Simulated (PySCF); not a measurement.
How methods differ on the ionisation energy of Cl

Cl [Ne] 3s2 3p5 (2P) → Cl⁺ [Ne] 3s2 3p4 (3P), as a difference of total energies. All numbers are calculated (PySCF 2.14, no relativity, point nucleus, in aug-cc-pwCVDZ). Correlated levels: valence and next inner shell: 1s2 frozen. The calculations carry no spin-orbit coupling.

```
                                method  ionisation energy (eV)  error (eV)
                                   UHF                  11.821      -1.153
    MP2 (valence and next inner shell)                  12.621      -0.353
SCS-MP2 (valence and next inner shell)                  12.593      -0.381
   CCSD (valence and next inner shell)                  12.547      -0.427
CCSD(T) (valence and next inner shell)                  12.573      -0.401
```

Reference: 12.974 eV (measured; NIST levels, between the centres of gravity of the two terms).

Errors of the correlated levels include the incompleteness of this basis and the frozen core.
